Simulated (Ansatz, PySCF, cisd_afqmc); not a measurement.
Species: C₂H₅NO, charge 0, singlet. C2H5NO (SMILES CC(N)=O).
B3LYP-D3(BJ)/def2-TZVP minimum from Ansatz (a quantum-chemistry and plane-wave program):
```xyz
9

O      0.4073     1.2798     0.2945
C      0.0816     0.1387     0.0326
N      0.9986    -0.8468    -0.1811
C     -1.3711    -0.2792    -0.0780
H      0.7350    -1.7899    -0.3986
H     -1.8456     0.3221    -0.8534
H     -1.5079    -1.3353    -0.3100
H     -1.8689    -0.0518     0.8645
H      1.9753    -0.6128    -0.1189
```

Atomisation energy term by term, kcal/mol (programs: Ansatz, cisd_afqmc). Radicals and triplets start from unrestricted determinants; spin-orbit coupling is neglected. Correlated methods leave the cores frozen. Rows without X2C or -DK are non-relativistic. The Monte Carlo rows (phaseless AFQMC, CISD trial, step 0.005/hartree) carry one-sigma bars that omit the constraint's bias. Outlying blocks are dropped, and bars are widened where a walk drifts. Over all cases where full CI ran beside it in this data, AFQMC minus full CI had a median of +0.1 mEh and passed +0.4 mEh in a tenth of the cases. CBS(X,Y): correlation extrapolated as X^-3, Hartree-Fock from the larger set. A bracket is a step between two methods taken in the basis named. '+ core + X2C': CCSD(T) terms for core correlation (cc-pwCVTZ) and scalar relativity (cc-pVTZ-DK). For partners of very few electrons the exact lower level stands in for a higher one.

```csv
term,basis,kcal/mol
Hartree-Fock,cc-pVQZ,607.49
CCSD correlation,"CBS(cc-pVTZ,cc-pVQZ)",241.49
(T),"CBS(cc-pVTZ,cc-pVQZ)",16.81
CCSDT(Q) - CCSD(T),cc-pVDZ,0.91
core correlation,cc-pwCVTZ,3.38
scalar relativity,"X2C, cc-pVTZ-DK",-0.85
minus zero-point energy,Hessian by PySCF at B3LYP-D3(BJ)/def2-TZVP,-45.92
sum: D0,,823.3
```

The step beyond CCSD(T) by other levels: AFQMC/CISD in cc-pVTZ 0.45 ± 0.26 kcal/mol.
